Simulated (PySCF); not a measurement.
**How well do the runs reproduce experiment for C2H6OS?**

**Experimental background.**

NIST CCCBDB Release 22 (SRD 101), experimental dipoles lists, for the gas: dipole moment (microwave Stark effect) 3.96 D.

The runs below try to reproduce these values; the comparison stands at the end.

Species: C2H6OS.
Atom-mapped SMILES: `[CH3:1][S:2]([CH3:3])=[O:4]` (hydrogens: H5, H6, H7 on C1; H8, H9, H10 on C3)

Cartesian coordinates in Å at the PBE0-D3(BJ)/def2-SVP level; atoms count from 1:
```
atom  x, y, z in Å
C1    -0.1903    1.3521   -0.0908
S2    -1.0035   -0.2665    0.0394
C3     0.4801   -1.2673   -0.2618
O4    -1.3403   -0.4492    1.4903
H5    -0.9541    2.0978    0.1680
H6     0.1758    1.5245   -1.1132
H7     0.6271    1.3916    0.6439
H8     1.2114   -1.0380    0.5273
H9     0.1668   -2.3167   -0.1779
H10    0.8889   -1.0752   -1.2643
```

Runs made with PySCF (gas phase, on this PBE0-D3(BJ)/def2-SVP geometry; no spin–orbit coupling):

| level | job | basis functions | wall time |
| --- | --- | --- | --- |
| PBE0-D3(BJ)/def2-SVP, grid level 1 | geometry optimisation from a GFN2-xTB start shaken at random | 90 | 23 s |

Hardware: an Arm Neoverse N1 with one thread, no GPU, shared host.

Results beside the measurements:

**Dipole moment.** Measured: 3.96 D (NIST CCCBDB Release 22 (SRD 101), experimental dipoles).

```csv
level,computed (D),computed − measured (D),% (from the printed values)
PBE0-D3(BJ)/def2-SVP,3.95,-0.01,0
```

The computed dipoles belong to one fixed geometry; measured ones are averaged over vibrations unless marked μe. Magnitudes are compared, not signs.

No measured geometry was used, and the causes of the misses weren't examined.
